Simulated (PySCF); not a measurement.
# How close CCSD(T) comes to the exact answer in a basis

Each species is computed at the geometry given (Å), with frozen cores, in PySCF 2.14.0: RHF-CCSD(T) for singlets, UHF-CCSD(T) otherwise, and full CI in the same basis. The script picks the determinant by trial CCSD, so it needn't be the lowest Hartree–Fock solution. States: CN Σ⁺ or Δ, CH2 A1, SiH2 A1. Cases whose determinant has another symmetry than full CI's state, or whose (Q) step broke down, weren't drawn.

Task: Judging by size, spin and bonding, rank them by the size of CCSD(T)'s error in total energy against full CI in the same basis, smallest first (an estimate).
A. SiH$_{2}$, singlet, 6-31G: Si 0.000 0.000 0.070; H 0.000 1.097 -0.980; H 0.000 -1.097 -0.980
B. CH₂, singlet, 6-31G: C 0.000 0.000 0.100; H 0.000 0.862 -0.597; H 0.000 -0.862 -0.597
C. CN, doublet, 6-31G: C 0.000 0.000 0.000; N 0.000 0.000 1.135

Result: A (7.9 meV), B (15.4 meV), C (87.5 meV).

| species | basis | correlated electrons | CCSD(T) − full CI (meV) | CCSDT(Q) − full CI (meV) | unpaired electrons (full CI) | T1 | ⟨S²⟩ of the determinant |
| --- | --- | --- | --- | --- | --- | --- | --- |
| SiH2, singlet | 6-31G | 6 | 7.9 | 0.7 | 0.05 | 0.011 | 0.00 |
| CH2, singlet | 6-31G | 6 | 15.4 | 0.7 | 0.08 | 0.008 | 0.00 |
| CN, doublet | 6-31G | 9 | 87.5 | – | 1.13 | 0.085 | 1.12 |

Unpaired electrons are Σ n²(2−n)² over natural occupations; an open shell counts its own unpaired electrons too. Frozen cores follow each run's orbitals, which moves totals by a few meV. A dash: (Q) wasn't run for open shells.
